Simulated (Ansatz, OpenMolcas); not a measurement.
## From OpenMolcas to Ansatz

OpenMolcas 26.06 runs this on triplet CF2:

job.inp:
```
&GATEWAY
  BasLib = $CurrDir
  Coord
  3
  angstrom
  F        0.396940       1.032800       0.332770
  C        0.326820      -0.272180       0.149730
  F       -0.723760      -0.760620      -0.482500
  Basis = STO-3G
  Group = NoSym

&SEWARD

&SCF
  UHF
  Spin = 3
  Thresholds = 1e-10 1e-07 1e-07 1e-05
  PrOrbitals = 1 1
```

```bash
$ export MOLCAS_MEM=1860
$ pymolcas job.inp > job.log
```

(Basis files named in the input come from the Basis Set Exchange and aren't shown.)

The shape is that of a GFN2-xTB optimisation. That shape belongs to the parent species and isn't relaxed for this state.

It gives a total energy of -233.365288 Eh.

How is this level of theory, on these atoms, set up in Ansatz 0.2.0 as an input file of the program's own?

For example:

molecule.yaml:
```yaml
crystal:
  periodic: [false, false, false]
  atoms:
    - symbol: F
      position_ang: [0.396940, 1.032800, 0.332770]
    - symbol: C
      position_ang: [0.326820, -0.272180, 0.149730]
    - symbol: F
      position_ang: [-0.723760, -0.760620, -0.482500]
basis:
  gaussian:
    orbitals: STO-3G
magnetization:
  spin_polarized: true
  initial_magnetization: 2
accuracy: high
hamiltonian:
  xc: hf
```

```bash
$ ansatz run molecule.yaml --threads 1 --pin off --max-ram 2610MiB --events-out events.jsonl --progress --plain --runs-dir runs
```

Its energy is -233.365288 Eh, 0.000 mEh from the first.
